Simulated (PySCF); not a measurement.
The calculation used core-valence-separated Tamm–Dancoff BHandHLYP/aug-pcX-1 (pcseg-1 on H) in PySCF, non-relativistic, gas phase, PBE0-D3(BJ)/def2-SVP geometry. The energies are unshifted.

Main lines of an unknown, eV (oscillator strength): C K: 284.0 (0.029), 284.1 (0.093), 286.6 (0.034), 286.7 (0.011), 286.8 (0.014); N K: 397.6 (0.122), 400.3 (0.046), 403.0 (0.024), 403.3 (0.028). Listed: the first five lines at most of each edge with a tenth or more of its strongest line's intensity; roots within 0.03 eV on the same or equivalent atoms are summed. Only the lowest roots were sought, and the top ones are left out.

Question: Which candidate gives them?
A. `Nc1cn[nH]c1`
B. `Cn1nccn1`
C. `Cn1cnnc1`

Answer: B. 

- `Cn1nccn1`: C K: 284.0 (0.029), 284.1 (0.093), 286.6 (0.034), 286.7 (0.011), 286.8 (0.014); N K: 397.6 (0.122), 400.3 (0.046), 403.0 (0.024), 403.3 (0.028). First C line listed at 284.0 eV, hole on the aromatic CH next to a ring nitrogen (1s→π*); first N line listed at 397.6 eV, hole on the pyridine-type nitrogen.
- `Nc1cn[nH]c1`: C K: 284.1 (0.052), 284.4 (0.055), 285.0 (0.071), 286.2 (0.018), 286.3 (0.014); N K: 397.7 (0.060), 399.6 (0.010), 400.2 (0.041), 400.5 (0.034), 401.4 (0.020). First C line listed at 284.1 eV, hole on the aromatic CH next to a ring nitrogen (1s→π*); first N line listed at 397.7 eV, hole on the pyridine-type nitrogen.
- `Cn1cnnc1`: C K: 284.5 (0.130), 286.8 (0.014), 287.2 (0.026), 287.3 (0.038), 287.4 (0.038); N K: 397.5 (0.032), 397.6 (0.093), 400.1 (0.041), 401.9 (0.010), 402.4 (0.020). First C line listed at 284.5 eV, hole on the aromatic CH next to a ring nitrogen; first N line listed at 397.5 eV, hole on the pyridine-type nitrogen.

One conformer each; other structures than these candidates weren't tested.
